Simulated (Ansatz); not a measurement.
# A computed series for SiC: pressure series

Start from SiC in the zinc blende structure (space group F-43m, No. 216; a = 4.356 Å).

Cell and atoms are relaxed at each pressure.

Method: r2SCAN (Ansatz, a program for electronic structure, PAW, no spin-orbit coupling).

| P (GPa) | V (Å³/atom) |
|---|---|
| -2.00 | 10.427 |
| -1.00 | 10.380 |
| 0.90 | 10.293 |
| 2.10 | 10.241 |
| 4.51 | 10.138 |
| 9.00 | 9.960 |
| 15.00 | 9.743 |
| 22.50 | 9.499 |
| 30.00 | 9.281 |

**Question.** Fit a third-order Birch–Murnaghan equation of state.

**Answer.** Least squares on P(V) = (3B₀/2)[(V₀/V)^(7/3) − (V₀/V)^(5/3)]·[1 + (3/4)(B₀′ − 4)((V₀/V)^(2/3) − 1)] gives V₀ = 10.33 Å³/atom, B₀ = 228 GPa and B₀′ = 3.8.

Measured bulk modulus of SiC: 229.1 GPa (static lattice; corrected from measurement; as listed in Daniel Mejia-Rodriguez, S. B. Trickey, Phys. Rev. B (2018)); the computed value is 1 % below it.

Between the base and pressure 22.5 GPa the gap moves from 1.71 eV to 1.65 eV, a mean slope of -2.7 meV/GPa.

Load acts through the strain it causes; cell and atoms are relaxed under it. No phonon test of stability was made. No other phases were tried under pressure.
